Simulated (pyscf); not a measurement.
**Concerted two-bond exchange: SiH₂ (SMILES [SiH2]) [singlet] + CH₄ (SMILES C) -> H₂C=SiH₂ (SMILES C=[SiH2]) + H₂ (SMILES [H][H])**

Gas phase, singlet surface, charge 0. Bonds broken: C4–H5, C4–H6. Bonds formed: Si1–C4, H5–H6. Optimised with ωB97X-D3(BJ)/def2-SVP in PySCF.

Transition state (Å):

```xyz
8

Si    -0.2094    -1.1071     0.2656
H     -0.3356    -0.3749     1.5851
H     -1.5498    -1.8076     0.1904
C     -0.4945     0.3327    -0.9643
H     -1.6009     0.7847    -0.4677
H     -1.6369     1.4223    -1.0918
H      0.2343     1.1497    -0.9000
H     -0.7157     0.0263    -1.9938
```

One imaginary mode, 1225i cm⁻¹; descent along it reached the two sides named, in the forms told below.

```csv
bond,change,reactant side (Å),saddle,product side
C4–H5,breaks,1.111,1.294,3.0
C4–H6,breaks,1.100,1.584,3.8
Si1–C4,forms,2.8,1.915,1.702
H5–H6,forms,1.747,0.893,0.761
```

Electronic energies relative to the separated reactants (kcal/mol):

| level | barrier | reaction energy | reverse barrier |
|---|---|---|---|
| ωB97X-D3(BJ)/def2-TZVP | 53.5 | +3.5 | 50.0 |
| PBE/def2-TZVP | 40.5 | +2.0 | 38.4 |
| r²SCAN/def2-TZVP | 41.7 | -0.4 | 42.1 |
| B3LYP-D3(BJ)/def2-TZVP | 49.0 | +3.8 | 45.1 |
| PBE0-D3(BJ)/def2-TZVP | 45.4 | +3.8 | 41.6 |
| M06-2X/def2-TZVP | 53.5 | +4.7 | 48.8 |
| ωB97M-D3(BJ)/def2-TZVP | 54.6 | +6.3 | 48.2 |
| HF/def2-TZVP | 73.1 | +13.7 | 59.4 |

With ωB97M-D3(BJ)/def2-TZVP energies and thermal terms (ideal gas, 1 atm, RRHO with modes under 100 cm⁻¹ raised to 100, one conformer, R ln 2 for chiral ones without a mode under 150 cm⁻¹), in kcal/mol:

| T (K) | ΔH‡ | ΔG‡ | ΔH | ΔG |
|---|---|---|---|---|
| 298 | 52.1 | 61.5 | +2.6 | +4.0 |
| 600 | 52.6 | 70.8 | +4.0 | +4.8 |
| 900 | 53.6 | 79.8 | +5.3 | +4.9 |
| 1200 | 54.5 | 88.3 | +6.2 | +4.6 |

On the reactant side the descent ends in a complex, 4.5 kcal/mol under the separated species and 58.1 kcal/mol under the saddle at ωB97X-D3(BJ)/def2-TZVP. The same reactants have a lower exit, to H₃C–SiH₃ (barrier +20.4 kcal/mol at ωB97M-D3(BJ)/def2-TZVP, against +54.6 kcal/mol here). This is the saddle that the search found; another between the same sides may lie lower.
